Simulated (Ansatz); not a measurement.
```yaml
crystal:
  periodic: [false, false, false]
  atoms:
    - {symbol: O, position_ang: [-1.061278, -0.175163, -0.001906]}
    - {symbol: C, position_ang: [-0.001174, 0.459454, 0.003846]}
    - {symbol: O, position_ang: [1.062159, -0.169747, -0.000980]}
basis:
  gaussian: {orbitals: def2-TZVP}
magnetization: {spin_polarized: true, initial_magnetization: 2}
hamiltonian: {xc: pbe0}
relax: {f_tol: 0.004, max_steps: 80}
```

```sh
$ ansatz run in.yaml --threads 1 --pin off --events-out ev --progress --plain --max-ram 2176MiB
```

Steps of the relaxation (energy above the last step; positions in Å, forces in eV/Å):

```
3
step 1, 0.1 meV
O    -1.061   -0.175   -0.002    0.068    0.035    0.000
C    -0.001    0.459    0.004    0.000   -0.070   -0.001
O     1.062   -0.170   -0.001   -0.068    0.035    0.000
```

```
3
step 2, 0.0 meV
O    -1.061   -0.175   -0.002    0.017    0.009    0.000
C    -0.001    0.459    0.004    0.000   -0.017    0.000
O     1.061   -0.170   -0.001   -0.017    0.009    0.000
```

```
3
step 3, 0.0 meV
O    -1.060   -0.175   -0.002    0.000    0.000    0.000
C    -0.001    0.459    0.004    0.000    0.000    0.000
O     1.061   -0.170   -0.001    0.000    0.000    0.000
```

Close pairs at the end: O1–C2 1.235 Å, C2–O3 1.235 Å.

A stationary point of unrestricted PBE0 after 3 steps, with ⟨S²⟩ = 2.008 against 2.00 for a pure state; no frequencies were run, so it isn't proven a minimum. 7.5 s on 1 thread of Intel Xeon Platinum 8488C, shared host.
